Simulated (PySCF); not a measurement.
**A thermochemical cycle for Cl2**

PBE0 in PySCF with def2-TZVP on every atom, for the lowest determinant that a PBE0 search found; no spin–orbit coupling. Cl2, a singlet (closed shell), has De = 2.57 eV to neutral atoms, and Cl₂⁺, a doublet (π ↑), has De = 4.23 eV to Cl⁺ + Cl.

At the same level the Cl atom ionises at 12.96 eV.

What is the adiabatic ionisation energy of the molecule, and does ionisation strengthen or weaken the bond?

IE = IE(Cl) + De(neutral) − De(ion) = 12.96 + 2.57 − 4.23 = 11.30 eV. De changes by +1.66 eV, so ionisation strengthens the bond.

States were picked by a PBE0 search and need not be the measured ground states.
